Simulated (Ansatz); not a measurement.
System: α-phase Ga. Method: PBE (Ansatz, a program for electronic structure, PAW).

Numerical settings: plane-wave cutoff 520 eV, 14×14×12 k mesh (along the axes of the cell as run), Fermi–Dirac smearing 0.05 eV, scalar-relativistic PAW data made under PBE.

The cell is scaled about its equilibrium volume:

Shape and atoms are relaxed at each volume.

```csv
V (Å³/atom),P (GPa),c (Å),a (Å)
19.481,2.22,4.522,4.502
19.887,1.04,4.553,4.538
20.293,0.01,4.584,4.573
20.698,-0.91,4.614,4.607
21.104,-1.70,4.640,4.644
```

Note: the bulk modulus comes from volumes at which shape and atoms were relaxed.
